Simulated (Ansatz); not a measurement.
We consider hcp Mg, described by PBE in Ansatz (plane waves, PAW).

Numerical settings: plane-wave cutoff 520 eV, 18×18×8 k mesh (along the axes of the cell as run), Fermi–Dirac smearing 0.1 eV, perturbation theory, scalar-relativistic PAW data made under PBE.

Computed at the level's own relaxed cell.

Harmonic phonon frequencies (cm⁻¹; i marks an imaginary mode):

```
q point              frequencies
-------  -----------------------
Γ              0 0 0 126 126 248
M        123 133 183 200 222 234
K        167 167 187 194 194 225
```

No imaginary mode appears at these points.

Ansatz is a quantum-chemistry and plane-wave program.
